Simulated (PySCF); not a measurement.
fluorine cation (F₂), SMILES FF (connectivity only; charge and spin as stated), charge +1, multiplicity 2.

Geometry optimised at PBE0-D3(BJ)/def2-TZVPD. The spin state was assumed, not searched.

Two levels are set side by side: PBE/def2-TZVPD (PySCF) and ωB97X/def2-TZVPD (PySCF). Same geometry, gas phase. Differences are taken from unrounded values.

| quantity | ωB97X |
|---|---|
| α-spin orbital gap (eV) | 15.28 |
| β-spin orbital gap (eV) | 9.52 |

Task: What does PBE give, and how far is it from ωB97X? (An estimate is asked for; the answer gives what the named calculation found.)

Result: 
```tsv
quantity	PBE	PBE minus ωB97X
α-spin orbital gap (eV)	5.54	-9.74
β-spin orbital gap (eV)	0.33	-9.19
```

Rough cost on one machine, each run with all the roots and properties that it gave: ωB97X against PBE within a factor of 2.
